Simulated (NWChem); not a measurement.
Program: NWChem. System: Cl₄Si, charge 0, spin multiplicity 1, at a geometry optimised with PBE0/def2-SVP. The structure started from a generated list of species. Level: evGW@PBE0/def2-SVPD, RI basis def2-svpd-rifit, 6 cycles.

Input file:

```
start mol
memory heap 200 mb stack 700 mb global 1700 mb
geometry units angstroms nocenter noautoz
  Cl     1.662088     0.000000    -1.175282
  Si     0.000000     0.000000    -0.000000
  Cl    -1.662088     0.000000    -1.175282
  Cl     0.000000    -1.662087     1.175282
  Cl     0.000000     1.662087     1.175282
  symmetry group C2v
end
basis spherical
  * library def2-svpd
end
basis "ri basis" bse spherical
  * library def2-svpd-rifit
end
dft
  xc pbe0
  iterations 100
  direct
  tolerances tight
end
task dft energy
gw
  evgw 6
  states alpha occ -1 vir -1
end
task dft gw
```

Output (cleaned and shortened):

```
             Northwest Computational Chemistry Package (NWChem) 7.3.0
             --------------------------------------------------------

                                NWChem Input Module
                                -------------------

 Scaling coordinates for geometry "geometry" by  1.889725989
 (inverse scale =  0.529177249)

 Turning off AUTOSYM since
 SYMMETRY directive was detected!

                             Geometry "geometry" -> ""
                             -------------------------

 Output coordinates in angstroms (scale by  1.889725989 to convert to a.u.)

  No.       Tag          Charge          X              Y              Z
 ---- ---------------- ---------- -------------- -------------- --------------
    1 Cl                  17.0000     1.66208800     0.00000000    -1.17528200
    2 Si                  14.0000     0.00000000     0.00000000     0.00000000
    3 Cl                  17.0000    -1.66208800     0.00000000    -1.17528200
    4 Cl                  17.0000     0.00000000    -1.66208700     1.17528200
    5 Cl                  17.0000     0.00000000     1.66208700     1.17528200

 Effective nuclear repulsion energy (a.u.)     523.5142703723

            Nuclear Dipole moment (a.u.)
            ----------------------------
        X                 Y               Z
 ---------------- ---------------- ----------------
     0.0000000000     0.0000000000     0.0000000000

      Symmetry information
      --------------------

 Group name             C2v
 Group number             16
 Group order               4
 No. of unique centers     3

      Symmetry unique atoms

     1    2    4


 Summary of "ao basis" -> "" (spherical)
 ------------------------------------------------------------------------------
       Tag                 Description            Shells   Functions and Types
 ---------------- ------------------------------  ------  ---------------------
 *                         def2-svpd                  on all atoms

 new library libraries.bse/

 Summary of "ri basis" -> "" (spherical)
 ------------------------------------------------------------------------------
[...]
@GW        55          4.044           0.000
@GW        56          5.189           0.000
@GW        57          5.188           0.000
@GW        58          5.188           0.000
@GW        59          7.023           0.000
@GW        60          7.021           0.000
@GW        61          6.142           0.000
@GW        62          6.142           0.000
@GW        63          6.142           0.000
@GW        64          7.401           0.000
@GW        65          7.401           0.000
@GW        66          7.401           0.000
@GW        67          8.652           0.000
@GW        68          9.936           0.000
@GW        69          9.936           0.000
@GW        70          9.936           0.000
@GW        71         10.260           0.000
@GW        72         10.258           0.000
@GW        73          9.886           0.000
@GW        74          9.886           0.000
@GW        75          9.886           0.000
@GW        76         10.629           0.000
@GW        77         11.812           0.000
@GW        78         11.810           0.000
@GW        79         13.075           0.000
@GW        80         13.075           0.000
@GW        81         13.075           0.000
@GW        82         12.537           0.000
@GW        83         12.537           0.000
@GW        84         12.537           0.000
@GW        85         13.114           0.000
@GW        86         13.114           0.000
@GW        87         13.114           0.000
@GW        88         15.759           0.000
@GW        89         19.567           0.000
@GW        90         19.569           0.000
@GW        91         19.569           0.000
@GW        92         19.417           0.000
@GW        93         19.417           0.000
@GW        94         22.018           0.000
@GW        95         22.015           0.000
@GW        96         22.015           0.000
@GW        97         27.099           0.000
@GW        98         27.094           0.000
@GW        99         27.094           0.000
@GW       100         29.222           0.000
@GW       101         29.954           0.000
@GW       102         29.955           0.000
@GW       103         29.957           0.000
@GW       104         30.062           0.000
@GW       105         30.062           0.000
@GW       106         30.062           0.000
@GW       107         30.373           0.000
@GW       108         30.373           0.000
@GW       109         30.373           0.000
@GW       110         30.959           0.000
@GW       111         30.959           0.000
@GW       112         32.254           0.000
@GW       113         32.253           0.000
@GW       114         32.254           0.000
@GW       115         32.315           0.000
@GW       116         32.996           0.000
@GW       117         32.997           0.000
@GW       118         35.366           0.000
@GW       119         35.370           0.000
@GW       120         35.370           0.000
@GW       121         37.027           0.000
@GW       122         37.026           0.000
@GW       123         37.027           0.000
@GW       124         39.027           0.000
@GW       125         39.028           0.000
@GW       126         39.028           0.000
@GW       127         41.592           0.000
@GW       128         41.588           0.000
@GW       129         47.801           0.000
@GW       130         48.666           0.000
@GW       131         48.666           0.000
@GW       132         48.668           0.000

     GW Timing Statistics
   ------------------------
   Init.   :          0.0s
     ERIs  :          1.1s
     Distr.:          0.1s
     Vxc   :          0.6s
   Sigma_x :          0.0s
   RPA     :         47.8s
   Wmn     :          8.4s
   Sigma_c :          4.8s
   GW total:         62.9s

 Task  times  cpu:       62.9s     wall:       62.9s

 Total times  cpu:       67.9s     wall:       67.9s
```
